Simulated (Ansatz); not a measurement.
C3H4FN (`N=C1CC1F`), 9 atoms. The species carries charge 0 and has multiplicity 1. All runs use 2 threads of an Arm Neoverse V1 on a shared host. Correlated methods freeze the cores.

**Question.** How many basis functions does each run have, and how long does it take in Ansatz? RHF-MP2/def2-QZVPP energy; RHF-CCSD(T)/def2-TZVPP energy; RKS ωB97M-V/def2-QZVPP energy; RKS PBE0-D4/def2-TZVP frequencies; direct RPA on PBE orbitals/def2-TZVPP energy; RKS PBE-D4/def2-TZVPP energy and forces; RKS PBE0-D4/def2-TZVP relaxation (9 steps); RKS PBE0-D4/def2-SVP energy; RKS BHLYP-D4/def2-TZVPP energy; RKS PBE0-D4/def2-QZVPP energy; RKS CAM-B3LYP-D4/def2-TZVPP energy; RHF-CCSD(T)/def2-SVP energy. (An estimate is asked.)

**Answer.** The calculation gave: Other jobs shared the machine, so times are rough.

```
                                level                   job  functions  wall time  peak host memory (GiB)
                 RKS PBE0-D4/def2-SVP                energy         90      1.2 s                    0.16
                RKS PBE-D4/def2-TZVPP     energy and forces        211      3.1 s                    0.22
              RKS BHLYP-D4/def2-TZVPP                energy        211      3.4 s                     0.4
          RKS CAM-B3LYP-D4/def2-TZVPP                energy        211      3.8 s                    0.43
                 RHF-CCSD(T)/def2-SVP                energy         90      5.5 s                    0.35
direct RPA on PBE orbitals/def2-TZVPP                energy        211      6.5 s                    0.43
               RKS PBE0-D4/def2-QZVPP                energy        405      7.5 s                       1
               RKS ωB97M-V/def2-QZVPP                energy        405       20 s                     1.2
                   RHF-MP2/def2-QZVPP                energy        405       26 s                       2
                RKS PBE0-D4/def2-TZVP  relaxation (9 steps)        179       38 s                    0.37
               RHF-CCSD(T)/def2-TZVPP                energy        211    2.2 min                     3.2
                RKS PBE0-D4/def2-TZVP           frequencies        179    2.4 min                    0.37
```
